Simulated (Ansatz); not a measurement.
# quartet AlNH2F at 6 levels

We compute a comparison of 6 runs (U-r2SCAN/STO-3G, UB3LYP/STO-3G, UCAM-B3LYP/STO-3G, USVWN5/STO-3G, UCCSDT(Q)/STO-3G, UCCSDT/STO-3G) of quartet AlNH2F. 

Program for the calculation: Ansatz 0.2.0.

62 further runs of the same task are left out: 3 that didn't finish, 59 set aside as unsound or not needed.

**1. The system as given**

AlNH2F: 5 atoms, total charge 0, spin state quartet. SMILES of the parent species: `[NH2][Al][F]`. The coordinates come from a PBE0-D4/def2-TZVP relaxation. This is one conformer, not always the lowest. That shape belongs to the parent species and isn't relaxed for this state.

Bond lengths: N1–Al2 1.765 Å, Al2–F3 1.658 Å, N1–H4 1.007 Å, N1–H5 1.009 Å. Angles: N1–Al2–F3 117.4°, Al2–N1–H4 124.8°, Al2–N1–H5 124.2°, H4–N1–H5 111.0°.

**2. The energy at U-r2SCAN/STO-3G (run 1)**

File input.yaml:

```yaml
crystal:
  periodic: [false, false, false]
  atoms:
    - {symbol: N, position_ang: [-0.384700, 0.499000, -0.263800]}
    - {symbol: Al, position_ang: [0.632000, -0.282800, 0.949500]}
    - {symbol: F, position_ang: [1.228700, -1.786800, 0.590000]}
    - {symbol: H, position_ang: [-0.804300, 1.408300, -0.162700]}
    - {symbol: H, position_ang: [-0.621700, 0.088600, -1.154400]}
basis:
  gaussian:
    orbitals: STO-3G
magnetization:
  spin_polarized: true
  initial_magnetization: 3
hamiltonian:
  xc: r2scan
accuracy: high
```

On the command line:

```console
$ ansatz run input.yaml --threads 1 --pin off --max-ram 2610MiB --events-out events.jsonl --progress --plain --runs-dir runs
```

Standard output:

```text
Warning: RAYON_NUM_THREADS=1 ignored (pool sized by the plan → 1); use --threads N
Functional definition: r2SCAN
  name "r2SCAN"
  parameter k0 = 0.174
  parameter k1 = 0.065
  parameter a1 = 4.9479
  exchange = r2scan_x(k0 = k0, k1 = k1, a1 = a1)
  correlation = r2scan_c
378 factors; integrals over basis functions are off by at most 3.4e-8 eV
mean field evaluation 1: about -10687.1676 eV, gradient 9.3e0 eV
mean field evaluation 2: about -10683.8851 eV, gradient 2.0e1 eV
mean field evaluation 4: about -10687.7578 eV, gradient 2.2e0 eV
mean field evaluation 8: about -10687.7578 eV, gradient 2.2e0 eV
mean field evaluation 16: about -10687.7650 eV, gradient 2.1e-8 eV
mean field evaluation 32: about -10687.7058 eV, gradient 4.5e-1 eV
mean field -10687.76498073 eV, -392.7681186147 hartree, gradient 2.4e-8 eV, S^2 3.751528; 4 other end points of the search recorded, 0 dependent functions left out
reference -10687.76498156 eV, -392.7681186451 hartree; 17, 14 occupied and 4, 7 virtual orbitals, 378 factors
Total energy: -10687.76498156 eV, -392.7681186451 hartree
```

Wall time 9.3 s (1 thread of Arm Neoverse V1, shared host); peak memory 0.24 GiB.

**3. A single-point energy at UB3LYP/STO-3G (run 2)**

File molecule.yaml:

```yaml
crystal:
  periodic: [false, false, false]
  atoms:
    - {symbol: "N", position_ang: [-0.384700, 0.499000, -0.263800]}
    - {symbol: Al, position_ang: [0.632000, -0.282800, 0.949500]}
    - {symbol: F, position_ang: [1.228700, -1.786800, 0.590000]}
    - {symbol: H, position_ang: [-0.804300, 1.408300, -0.162700]}
    - {symbol: H, position_ang: [-0.621700, 0.088600, -1.154400]}
basis:
  gaussian: {orbitals: STO-3G}
magnetization: {spin_polarized: true, initial_magnetization: 3}
hamiltonian: {xc: {name: B3LYP}}
accuracy: high
```

On the command line:

```console
$ ansatz run molecule.yaml --threads 1 --pin off --max-ram 2610MiB --events-out events.jsonl --progress --plain --runs-dir runs
```

Standard output:

```text
Warning: RAYON_NUM_THREADS=1 ignored (pool sized by the plan → 1); use --threads N
Functional definition: B3LYP
  name "B3LYP"
  parameter a0 = 0.2
  parameter ax = 0.72
  parameter ac = 0.81
  exchange = (1 - a0 - ax)*slater_x + ax*b88_x + a0*exact_x
  correlation = (1 - ac)*vwn_rpa_c + ac*lyp_c
378 factors; integrals over basis functions are off by at most 3.4e-8 eV
mean field evaluation 1: about -10688.4016 eV, gradient 8.4e0 eV
mean field evaluation 2: about -10680.5295 eV, gradient 3.1e1 eV
mean field evaluation 4: about -10689.2232 eV, gradient 3.5e0 eV
mean field evaluation 8: about -10689.3231 eV, gradient 1.6e-1 eV
mean field evaluation 16: about -10689.3234 eV, gradient 6.8e-6 eV
mean field -10689.32336291 eV, -392.8253881033 hartree, gradient 1.9e-8 eV, S^2 3.751253; 2 other end points of the search recorded, 0 dependent functions left out
reference -10689.32339037 eV, -392.8253891125 hartree; 17, 14 occupied and 4, 7 virtual orbitals, 378 factors
Total energy: -10689.32339037 eV, -392.8253891125 hartree
```

It took 2.6 s on 1 thread of Arm Neoverse V1, shared host; peak memory 0.13 GiB.

**4. A single-point energy at UCAM-B3LYP/STO-3G (run 3)**

File job.yaml:

```yaml
crystal:
  periodic: [false, false, false]
  atoms:
    - symbol: "N"
      position_ang: [-0.384700, 0.499000, -0.263800]
    - symbol: Al
      position_ang: [0.632000, -0.282800, 0.949500]
    - symbol: F
      position_ang: [1.228700, -1.786800, 0.590000]
    - symbol: H
      position_ang: [-0.804300, 1.408300, -0.162700]
    - symbol: H
      position_ang: [-0.621700, 0.088600, -1.154400]
basis:
  gaussian:
    orbitals: STO-3G
magnetization:
  spin_polarized: true
  initial_magnetization: 3
hamiltonian:
  xc: {name: CAM-B3LYP}
accuracy: high
```

On the command line:

```console
$ ansatz run job.yaml --threads 1 --pin off --max-ram 2610MiB --events-out events.jsonl --progress --plain --runs-dir runs
```

Standard output, shortened:

```text
Warning: RAYON_NUM_THREADS=1 ignored (pool sized by the plan → 1); use --threads N
Functional definition: CAM-B3LYP
  name "CAM-B3LYP"
[...]
378 factors; integrals over basis functions are off by at most 3.4e-8 eV
161 factors; integrals over basis functions are off by at most 1.1e-9 eV
[...]
mean field -10686.90456868 eV, -392.7364990548 hartree, gradient 1.1e-8 eV, S^2 3.751599; 2 other end points of the search recorded, 0 dependent functions left out
reference -10686.90458202 eV, -392.7364995450 hartree; 17, 14 occupied and 4, 7 virtual orbitals, 378 factors
Total energy: -10686.90458202 eV, -392.7364995450 hartree
```

Run time: 3.3 s. Hardware: 1 thread of Arm Neoverse V1, shared host; peak memory 0.14 GiB.

Runs 4 to 5 aren't shown in full; the table further down has their settings and results.

**5. A single-point energy at UCCSDT/STO-3G (run 6)**

Changes to job.yaml since step 4:

```diff
@@ -16,2 +16,5 @@
     orbitals: STO-3G
+correlation:
+  method: ccsdt
+  frozen_orbitals: {Al: 5, F: 1, H: 0, "N": 1}
 magnetization:
@@ -19,4 +22,4 @@
   initial_magnetization: 3
-hamiltonian:
-  xc: {name: CAM-B3LYP}
 accuracy: high
+scf:
+  omitted_lower_state_checks: [cluster_reference, increment]
```

On the command line:

```console
$ ansatz run job.yaml --threads 1 --pin off --max-ram 2610MiB --events-out events.jsonl --progress --plain --runs-dir runs
```

Standard output, shortened:

```text
Warning: RAYON_NUM_THREADS=1 ignored (pool sized by the plan → 1); use --threads N
Functional definition: HF
  name "HF"
[...]
378 factors; integrals over basis functions are off by at most 3.4e-8 eV
[...]
mean field -10658.83162642 eV, -391.7048374555 hartree, gradient 2.5e-8 eV, S^2 3.758935; 6 other end points of the search recorded, 0 dependent functions left out
7 core orbitals not correlated: weight in the atoms' cores, before any rotation towards them, 1.000 or more for the frozen orbitals, at most 0.000 for the correlated occupied ones
reference -10658.83162642 eV, -391.7048374555 hartree; 10, 7 occupied and 4, 7 virtual orbitals, 378 factors
second order -1.52205253 eV of doubles, -0.00000000 eV of singles
cycle   1  -1.83537863 eV  change   -3.1e-1 eV  update   6.9e-2
[...]
cycle  43  -2.19983120 eV  change   9.6e-10 eV  update   2.0e-9
Total energy: -10661.03145762 eV, -391.7856797609 hartree
Checks for a lower state left out: cluster_reference, increment
```

Wall time 1.9 s (1 thread of Arm Neoverse V1, shared host).

**6. The series**

| run | level | frozen core orbitals | energy (Eh) | ⟨S²⟩ | wall time |
| --- | --- | --- | --- | --- | --- |
| 1 | U-r2SCAN/STO-3G | – | -392.768119 | 3.752 | 9.3 s |
| 2 | UB3LYP/STO-3G | – | -392.825389 | 3.751 | 2.6 s |
| 3 | UCAM-B3LYP/STO-3G | – | -392.736500 | 3.752 | 3.3 s |
| 4 | USVWN5/STO-3G | – | -390.641631 | 3.751 | 2.3 s |
| 5 | UCCSDT(Q)/STO-3G | 7 | -391.786025 | 3.759 | 2.5 s |
| 6 | UCCSDT/STO-3G | 7 | -391.785680 | 3.759 | 1.9 s |

**7. Outcome**

| quantity | value |
| --- | --- |
| run 6: total energy | -391.78568 Eh |
| run 6: correlation energy (7 core orbitals frozen) | -80.8 mEh |
| run 6: ⟨S²⟩ of the reference determinant | 3.759 |
| run 6: T1 diagnostic | 0.033 |

**Reading.** Totals of different functionals can't be ranked against each other. In runs 1, 2, 3, 4, 5, 6 the basis is minimal, so the values are rough. All runs together took 22 s, the longest 9.3 s.
